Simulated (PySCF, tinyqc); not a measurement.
Worked calculation: RKS/exchange-only LDA in the sto-3g basis, for OH-, spin multiplicity 1. The basis has no diffuse functions, so it cannot describe the extra electron: this is an exercise in the method, not the real anion. The lowest restricted solution is unstable here: a spin-polarised one lies 0.0047 hartree lower (PySCF). One step of it, computed by the program tinyqc.

Task: Iteration 2: DIIS coefficients. Solve [B -1; -1 0][c; lambda] = [0; -1] for the coefficients, which sum to one.

B (overlaps of the stored error matrices):
$$\begin{pmatrix}
7.2402193e-01 & -2.8085636e-01 \\
-2.8085636e-01 & 3.4133270e-01
\end{pmatrix}$$

Give: DIIS coefficients.

Result:

DIIS coefficients: [0.382, 0.618]
